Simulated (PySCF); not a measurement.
thiophene (C4H4S), SMILES c1ccsc1.

Coordinates come from a PBE0-D3(BJ)/def2-SVP optimisation.

The numbers are results of PySCF with PBE/def2-TZVP, not measurements.

Computed frontier levels, gap, dipole moment and polarisability:
```json
{
 "highest_occupied_level": "-5.84 eV",
 "lowest_empty_level": "-1.29 eV",
 "orbital_gap": "4.55 eV",
 "dipole_moment": "0.44 D",
 "quadrupole, principal values (traceless, Buckingham form, about the centre of nuclear charge)": "-6.95, 1.15, 5.80 D·Å",
 "mean_static_polarisability": "60.2 bohr³ (8.92 Å³)",
 "polarisability_principal_values": "37.5, 68.6, 74.4 bohr³"
}
```
